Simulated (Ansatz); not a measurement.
**CH₆AlCl (built from SMILES C.[AlH2][Cl]): a reaction path by the nudged elastic band**

What path joins these two structures, and how high does it climb? Both ends were relaxed at PBE0-D4 in triple zeta. A second band with other settings follows.

Program: Ansatz 0.2.0, Gaussian basis. Level of theory: PBE0-D4/def2-SVP. These are calculated values, not measurements.

22 further runs of the same task are left out: 22 set aside as unsound or not needed.

### Step 1. Where the work starts

The first end: 9 atoms, charge 0, spin multiplicity 1.

Atoms are counted from 1 here; the program's logs count them from 0.

Bond lengths: Al1–Cl2 2.110 Å, Al1–H3 1.575 Å, Al1–H4 1.577 Å, H5–C6 1.095 Å, C6–H7 1.090 Å, C6–H8 1.088 Å, C6–H9 1.097 Å. Angles: Cl2–Al1–H3 117.5°, Cl2–Al1–H4 116.8°, H3–Al1–H4 124.7°, H5–C6–H7 107.4°, H5–C6–H8 109.4°, H5–C6–H9 113.0°, H7–C6–H8 110.8°, H7–C6–H9 106.8°, H8–C6–H9 109.4°.

Coordinates:

```mol
CH6AlCl
  3D, bonds by distance, orders not assigned

  9  7  0  0  0  0  0  0  0  0999 V2000
   -0.2730   -0.7011   -1.3359 Al  0  0
    0.7774    0.6795   -2.5363 Cl  0  0
    0.5255   -1.9448   -0.7902 H   0  0
   -1.8418   -0.5487   -1.2828 H   0  0
    0.8382    0.7353    0.3541 H   0  0
    0.1662    0.4930    1.1836 C   0  0
   -0.0024    1.4119    1.7443 H   0  0
    0.6272   -0.2650    1.8129 H   0  0
   -0.8171    0.1399    0.8503 H   0  0
  1  2  8  0
  1  3  8  0
  1  4  8  0
  5  6  8  0
  6  7  8  0
  6  8  8  0
  6  9  8  0
M  END
```

The second end:

```tsv
atom	x (Å)	y (Å)	z (Å)
Al1	-0.54528	-0.74354	-0.59375
Cl2	1.15175	0.85105	-1.88745
H3	0.17672	-2.10512	-0.99274
H4	-1.83989	-0.29436	-1.40413
H5	1.46415	1.45821	-0.80002
C6	-0.15139	0.09012	1.14233
H7	-0.41040	1.15359	1.16905
H8	0.89745	-0.02059	1.43625
H9	-0.74311	-0.38944	1.93045
```

### Step 2. The band at PBE0-D4/def2-SVP

Input file neb/in.yaml:

```yaml
crystal:
  periodic: [false, false, false]
  atoms:
    - {symbol: Al, position_ang: [-0.273039, -0.701131, -1.335874]}
    - {symbol: Cl, position_ang: [0.777371, 0.679495, -2.536252]}
    - {symbol: H, position_ang: [0.525483, -1.944821, -0.790227]}
    - {symbol: H, position_ang: [-1.841764, -0.548708, -1.282769]}
    - {symbol: H, position_ang: [0.838199, 0.735286, 0.354117]}
    - {symbol: C, position_ang: [0.166151, 0.492989, 1.183565]}
    - {symbol: H, position_ang: [-0.002430, 1.411884, 1.744261]}
    - {symbol: H, position_ang: [0.627163, -0.265019, 1.812921]}
    - {symbol: H, position_ang: [-0.817134, 0.139926, 0.850258]}
basis:
  gaussian: {orbitals: def2-SVP}
hamiltonian: {xc: pbe0, dispersion: d4}
neb:
  images: 5
  climbing: true
  max_iterations: 40
  initial_path: idpp
  final_atoms:
    - {symbol: Al, position_ang: [-0.545276, -0.743544, -0.593748]}
    - {symbol: Cl, position_ang: [1.151748, 0.851046, -1.887454]}
    - {symbol: H, position_ang: [0.176719, -2.105123, -0.992740]}
    - {symbol: H, position_ang: [-1.839889, -0.294363, -1.404127]}
    - {symbol: H, position_ang: [1.464146, 1.458208, -0.800015]}
    - {symbol: C, position_ang: [-0.151390, 0.090121, 1.142334]}
    - {symbol: H, position_ang: [-0.410396, 1.153593, 1.169050]}
    - {symbol: H, position_ang: [0.897450, -0.020595, 1.436249]}
    - {symbol: H, position_ang: [-0.743111, -0.389441, 1.930450]}
```

On the command line:

```
$ ansatz run in.yaml --threads 2 --pin off --events-out ev --progress --plain --max-ram 4352MiB
```

What it wrote:

```text
Functional definition: PBE0
  name "PBE0"
  cite "Adamo & Barone, J. Chem. Phys. 110, 6158 (1999) doi:10.1063/1.478522"
  cite "Perdew, Burke & Ernzerhof, Phys. Rev. Lett. 77, 3865 (1996) doi:10.1103/PhysRevLett.77.3865"
  parent pbe
  parameter a = 0.25
  parameter kappa = 0.804
  parameter beta = 0.06672455060314922
  exchange = (1 - a)*pbe_x(kappa = kappa, mu = beta*pi^2/3) + a*exact_x
  correlation = pbe_c(beta = beta)
836 factors; integrals over basis functions are off by at most 4.3e-4 eV
mean field evaluation 1: about -20237.0203 eV, gradient 3.7e1 eV
mean field evaluation 2: about -20236.8960 eV, gradient 3.7e1 eV
mean field evaluation 4: about -20240.3727 eV, gradient 3.9e-1 eV
mean field evaluation 8: about -20240.3815 eV, gradient 3.1e-2 eV
mean field -20240.38147340 eV, -743.8202997243 hartree, gradient 2.7e-5 eV, S^2 0.000000; 0 other end points of the search recorded, 0 dependent functions left out
the calculation of the forces begins
reference -20240.38150202 eV, -743.8203007758 hartree; 21, 21 occupied and 59, 59 virtual orbitals, 836 factors
[... from here to the last solve, the lines of the solves are left out (85 solves) ...]
WARN: NEB end point (image 0): max|allowed force component| = 2.469e-1 eV/Å (the criterion of neb.relax_end_points is 1.000e-2). That is over neb.f_tol: it is no minimum, so the barrier can be far off. Relax it first
WARN: NEB end point (image 6): max|allowed force component| = 2.806e-1 eV/Å (the criterion of neb.relax_end_points is 1.000e-2). That is over neb.f_tol: it is no minimum, so the barrier can be far off. Relax it first
NEB iter   1: max|band force component| = 2.831e0 eV/Å  barrier→ = 3.8889 eV  barrier← = 2.2574 eV  Δτ_max = 0.2000 Å  (172 SCF iters)
NEB iter   2: max|band force component| = 2.214e0 eV/Å  barrier→ = 2.9098 eV  barrier← = 1.2783 eV  Δτ_max = 0.2000 Å  (137 SCF iters)
NEB iter   3: max|band force component| = 3.825e0 eV/Å  barrier→ = 2.1402 eV  barrier← = 0.5087 eV  Δτ_max = 0.1028 Å  (135 SCF iters)
NEB iter   4: max|band force component| = 1.211e0 eV/Å  barrier→ = 1.9417 eV  barrier← = 0.3102 eV  Δτ_max = 0.2000 Å  (132 SCF iters)
NEB iter   5: max|band force component| = 5.576e-1 eV/Å  barrier→ = 1.8278 eV  barrier← = 0.1963 eV  Δτ_max = 0.1975 Å  (132 SCF iters)
NEB iter   6: max|band force component| = 1.396e0 eV/Å  barrier→ = 1.8100 eV  barrier← = 0.1785 eV  Δτ_max = 0.1010 Å  (134 SCF iters)
NEB iter   7: max|band force component| = 2.056e-1 eV/Å  barrier→ = 1.7870 eV  barrier← = 0.1555 eV  CI = image 4  Δτ_max = 0.1149 Å  (133 SCF iters)
NEB iter   8: max|band force component| = 3.140e-1 eV/Å  barrier→ = 1.7959 eV  barrier← = 0.1645 eV  CI = image 4  Δτ_max = 0.0322 Å  (131 SCF iters)
NEB iter   9: max|band force component| = 1.264e-1 eV/Å  barrier→ = 1.7925 eV  barrier← = 0.1610 eV  CI = image 4  Δτ_max = 0.0144 Å  (131 SCF iters)
838 factors; integrals over basis functions are off by at most 1.3e-3 eV
mean field -20238.59771297 eV, -743.7547477375 hartree, gradient 1.4e-6 eV, S^2 0.000000; 0 other end points of the search recorded, 0 dependent functions left out
the calculation of the forces begins
reference -20238.59774114 eV, -743.7547487727 hartree; 21, 21 occupied and 59, 59 virtual orbitals, 838 factors
NEB iter  10: max|band force component| = 2.178e-2 eV/Å  barrier→ = 1.7921 eV  barrier← = 0.1606 eV  CI = image 4  CI's point: of a kind that is not told: the force calls were inconclusive, a negative curvature could not be distinguished from the path's own, the only one lies far off the path, or fixed occupations may fill a level only in part  Δτ_max = 0.0000 Å  (801 SCF iters)
Total energy: -20238.71067820 eV, -743.7588991331 hartree
Atom 0 at    -0.337788    -0.628962    -0.852618 Å, force     0.013332     0.008758    -0.001381 eV/Å
Atom 1 at     1.374938     1.072226    -1.522235 Å, force    -0.004247    -0.006005     0.008812 eV/Å
Atom 2 at     0.360181    -2.038247    -1.047308 Å, force    -0.001263    -0.002993     0.002458 eV/Å
Atom 3 at    -1.661602    -0.165896    -1.591121 Å, force    -0.000980     0.000392    -0.003190 eV/Å
Atom 4 at     0.821528     0.879711    -0.246876 Å, force    -0.006152     0.003093    -0.010866 eV/Å
Atom 5 at    -0.091147     0.166651     1.005247 Å, force    -0.014276    -0.011005    -0.003308 eV/Å
Atom 6 at    -0.211074     1.238531     1.239625 Å, force     0.004144     0.003669     0.006017 eV/Å
Atom 7 at     0.753267    -0.230380     1.589403 Å, force     0.004029    -0.000612    -0.001701 eV/Å
Atom 8 at    -1.008304    -0.293733     1.425882 Å, force     0.005413     0.004704     0.003160 eV/Å
Dipole moment:     0.018773     0.130859     0.320442 e Å
```

Wall time 3.1 min (2 threads of Intel Xeon Platinum 8259CL at 2.50GHz, shared host).

The last band:

```tsv
image	path (Å)	energy (eV)	Al1–C6 (Å)	Cl2–H5 (Å)	Al1–Cl2 (Å)	H5–C6 (Å)
0	0.00	0.000	2.82	2.89	2.11	1.09
1	0.58	-0.010	2.75	2.75	2.12	1.10
2	1.15	0.100	2.57	2.32	2.15	1.11
3	1.73	0.929	2.24	1.87	2.28	1.22
4	2.31	1.792	2.04	1.40	2.51	1.71
5	2.95	1.680	1.98	1.30	2.66	2.28
6	3.60	1.631	1.97	1.28	2.66	2.87
```

The highest image, 4:

```
Al   -0.3378   -0.6290   -0.8526
Cl    1.3749    1.0722   -1.5222
H     0.3602   -2.0382   -1.0473
H    -1.6616   -0.1659   -1.5911
H     0.8215    0.8797   -0.2469
C    -0.0911    0.1667    1.0052
H    -0.2111    1.2385    1.2396
H     0.7533   -0.2304    1.5894
H    -1.0083   -0.2937    1.4259
```

### Step 3. The band at CAM-B3LYP-D4/def2-TZVP, other settings

Changes to neb/in.yaml since step 2:

```diff
@@ -13,9 +13,9 @@
 basis:
-  gaussian: {orbitals: def2-SVP}
-hamiltonian: {xc: pbe0, dispersion: d4}
+  gaussian: {orbitals: def2-TZVP}
+hamiltonian: {xc: {name: CAM-B3LYP}, dispersion: d4}
 neb:
-  images: 5
-  climbing: true
+  images: 3
+  climbing: false
   max_iterations: 40
-  initial_path: idpp
+  initial_path: linear
   final_atoms:
```

On the command line:

```
$ ansatz run in.yaml --threads 2 --pin off --events-out ev --progress --plain --max-ram 4352MiB
```

What it wrote:

```text
Functional definition: CAM-B3LYP
  name "CAM-B3LYP"
  cite "Yanai, Tew & Handy, Chem. Phys. Lett. 393, 51 (2004) doi:10.1016/j.cplett.2004.06.011"
  cite "Iikura, Tsuneda, Yanai & Hirao, J. Chem. Phys. 115, 3540 (2001) doi:10.1063/1.1383587"
  cite "Becke, Phys. Rev. A 38, 3098 (1988) doi:10.1103/PhysRevA.38.3098"
  cite "Lee, Yang & Parr, Phys. Rev. B 37, 785 (1988) doi:10.1103/PhysRevB.37.785"
  cite "Vosko, Wilk & Nusair, Can. J. Phys. 58, 1200 (1980) doi:10.1139/p80-159"
  parameter alpha = 0.19
  parameter beta = 0.46
  parameter omega = 0.33/bohr
  parameter ac = 0.81
  # Exact exchange under (alpha + beta erf(omega r))/r, Becke's under what is left of 1/r.
  exchange = (1 - alpha - beta)*b88_x + beta*b88_x_sr(omega) + alpha*exact_x + beta*exact_x_lr(omega)
  correlation = (1 - ac)*vwn5_c + ac*lyp_c
966 factors; their error is unknown
335 factors; integrals over basis functions are off by at most 4.0e-6 eV
mean field evaluation 1: about -20253.4146 eV, gradient 4.0e1 eV
mean field evaluation 2: about -20254.4123 eV, gradient 3.3e1 eV
mean field evaluation 4: about -20256.8470 eV, gradient 4.0e-1 eV
mean field evaluation 8: about -20256.8753 eV, gradient 2.5e-1 eV
mean field -20256.87538406 eV, -744.4264397608 hartree, gradient 6.8e-5 eV, S^2 0.000000; 0 other end points of the search recorded, 0 dependent functions left out
the calculation of the forces begins
reference -20256.87552021 eV, -744.4264447642 hartree; 21, 21 occupied and 120, 120 virtual orbitals, 966 factors
[... from here to the last solve, the lines of the solves are left out (50 solves) ...]
WARN: NEB end point (image 0): max|allowed force component| = 1.526e-1 eV/Å (the criterion of neb.relax_end_points is 1.000e-2). That is over neb.f_tol: it is no minimum, so the barrier can be far off. Relax it first
WARN: NEB end point (image 4): max|allowed force component| = 1.128e-1 eV/Å (the criterion of neb.relax_end_points is 1.000e-2). That is over neb.f_tol: it is no minimum, so the barrier can be far off. Relax it first
NEB iter   1: max|band force component| = 7.797e0 eV/Å  barrier→ = 4.7664 eV  barrier← = 3.0771 eV  Δτ_max = 0.2000 Å  (131 SCF iters)
NEB iter   2: max|band force component| = 2.229e0 eV/Å  barrier→ = 2.7370 eV  barrier← = 1.0477 eV  Δτ_max = 0.2000 Å  (103 SCF iters)
NEB iter   3: max|band force component| = 5.229e0 eV/Å  barrier→ = 2.1227 eV  barrier← = 0.4334 eV  Δτ_max = 0.1034 Å  (93 SCF iters)
NEB iter   4: max|band force component| = 1.082e0 eV/Å  barrier→ = 1.8714 eV  barrier← = 0.1820 eV  Δτ_max = 0.1862 Å  (87 SCF iters)
NEB iter   5: max|band force component| = 4.346e-1 eV/Å  barrier→ = 1.8329 eV  barrier← = 0.1435 eV  Δτ_max = 0.1417 Å  (85 SCF iters)
NEB iter   6: max|band force component| = 3.294e-1 eV/Å  barrier→ = 1.7928 eV  barrier← = 0.1035 eV  Δτ_max = 0.0688 Å  (88 SCF iters)
NEB iter   7: max|band force component| = 2.294e-1 eV/Å  barrier→ = 1.7897 eV  barrier← = 0.1004 eV  Δτ_max = 0.0408 Å  (88 SCF iters)
NEB iter   8: max|band force component| = 7.672e-2 eV/Å  barrier→ = 1.7888 eV  barrier← = 0.0994 eV  Δτ_max = 0.0082 Å  (91 SCF iters)
335 factors; integrals over basis functions are off by at most 3.7e-6 eV
mean field -20254.96214750 eV, -744.3561296143 hartree, gradient 2.3e-6 eV, S^2 0.000000; 0 other end points of the search recorded, 0 dependent functions left out
the calculation of the forces begins
reference -20254.96228627 eV, -744.3561347139 hartree; 21, 21 occupied and 120, 120 virtual orbitals, 966 factors
NEB iter   9: max|band force component| = 2.848e-2 eV/Å  barrier→ = 1.7890 eV  barrier← = 0.0997 eV  highest movable image's point: of a kind that is not told: the force calls were inconclusive, a negative curvature could not be distinguished from the path's own, the only one lies far off the path, or fixed occupations may fill a level only in part  Δτ_max = 0.0000 Å  (593 SCF iters)
Total energy: -20255.21052889 eV, -744.3652574620 hartree
Atom 0 at    -0.391026    -0.696967    -0.766904 Å, force    -0.058831    -0.046151     0.057237 eV/Å
Atom 1 at     1.367916     1.121950    -1.571187 Å, force     0.019995     0.013219     0.010813 eV/Å
Atom 2 at     0.403309    -2.012482    -1.126067 Å, force    -0.009396    -0.000149    -0.018152 eV/Å
Atom 3 at    -1.626774    -0.234558    -1.633619 Å, force     0.011583     0.002176    -0.013156 eV/Å
Atom 4 at     1.049900     1.277677    -0.326492 Å, force     0.159646     0.149003    -0.095315 eV/Å
Atom 5 at    -0.199821     0.039462     1.056131 Å, force    -0.042333    -0.038447     0.032056 eV/Å
Atom 6 at    -0.157877     1.130734     1.164821 Å, force    -0.043163    -0.041821    -0.053638 eV/Å
Atom 7 at     0.653348    -0.377973     1.595974 Å, force    -0.023273     0.000357    -0.012646 eV/Å
Atom 8 at    -1.098976    -0.247942     1.607342 Å, force    -0.014229    -0.038188     0.092801 eV/Å
Dipole moment:     0.182480     0.294318     0.201546 e Å
```

Run time: 3.3 min. Hardware: 2 threads of Intel Xeon Platinum 8259CL at 2.50GHz, shared host.

The last band:

```tsv
image	path (Å)	energy (eV)	Al1–C6 (Å)	Cl2–H5 (Å)	Al1–Cl2 (Å)	H5–C6 (Å)
0	0.00	0.000	2.82	2.89	2.11	1.09
1	0.86	0.098	2.65	2.41	2.13	1.10
2	1.73	1.760	2.13	1.71	2.34	1.39
3	2.59	1.789	1.98	1.29	2.66	2.24
4	3.45	1.689	1.97	1.28	2.66	2.87
```

The highest image, 3:

```
Al   -0.3910   -0.6970   -0.7669
Cl    1.3679    1.1220   -1.5712
H     0.4033   -2.0125   -1.1261
H    -1.6268   -0.2346   -1.6336
H     1.0499    1.2777   -0.3265
C    -0.1998    0.0395    1.0561
H    -0.1579    1.1307    1.1648
H     0.6533   -0.3780    1.5960
H    -1.0990   -0.2479    1.6073
```

### Step 4. Results

```
                                                                       quantity                                           value
                                                PBE0-D4/def2-SVP, 10 iterations  highest 1.792 eV (image 4), last end +1.631 eV
                                           CAM-B3LYP-D4/def2-TZVP, 9 iterations  highest 1.789 eV (image 3), last end +1.689 eV
from earlier runs: barrier over the separately found saddle, CCSD(T)/def2-TZVPP                                        1.980 eV
```

What this shows: The highest image lies 1.792 eV above the first end, and it climbed, so it estimates the saddle. The ends are not quite minima at this level (largest force component 0.28 eV/Å), so the heights are unreliable: relaxing the first end would lower it and raise the barrier above it. The highest image is 0.188 eV below the CCSD(T) barrier in triple zeta, which comes from separate runs on the saddle. The second band's highest image lies at 1.789 eV; the levels differ, and it didn't climb, so it lies under its saddle.
